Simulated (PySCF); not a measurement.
Compound: nitrosyl fluoride, FNO.
Atom-mapped SMILES: `[O:1]=[N:2][F:3]`

Structure used (GFN2-xTB), in Å, numbered top down from 1:
```
atom  x, y, z in Å
O1    -1.0044   -0.2847   -0.0030
N2    -0.1579    0.4771   -0.0115
F3     1.1738   -0.1949    0.0019
```

Computed, not measured: PySCF, delta-SCF UKS SCAN, pcX-2 on the ionised atom, pcseg-1 elsewhere, spin-free X2C. Every row has its own mixed basis.

```
ionised atom  basis functions  E(ground) (Eh)  E(ionised) (Eh)
          N2               73      -229.80438       -214.62557
          O1               73      -229.81286       -209.84524
          F3               73      -229.83174       -204.39239
```

Question: Turn these total energies into binding energies.

Answer: E(ionised) − E(ground), at 27.2114 eV a hartree:

```
atom                 environment  difference (Eh)  binding energy (eV)
  N2  nitrogen bonded to F and O         15.17881               413.04
  O1          oxygen bonded to N         19.96762               543.35
  F3        fluorine bonded to N         25.43935               692.24
```

Question: How much do the ground-state energies differ, and what would follow from using one of them for all holes?

Answer: They run from -229.8317 Eh (core basis on F3) to -229.8044 Eh (on N2), 0.0273 Eh or 0.74 eV apart, though the state is the same; only basis and grid differ. Pairing the ion of N2 with the ground state of F3 would put its binding energy 0.74 eV too high.

Only 1s holes are shown. The unrestricted hole states depart most from a pure doublet (⟨S²⟩ = 0.75; over 0.85 named) for N 1s of N2 (atom 2) (0.86), which makes this value less certain. Geometry: GFN2-xTB; no solvent, vibrations or thermal averaging.
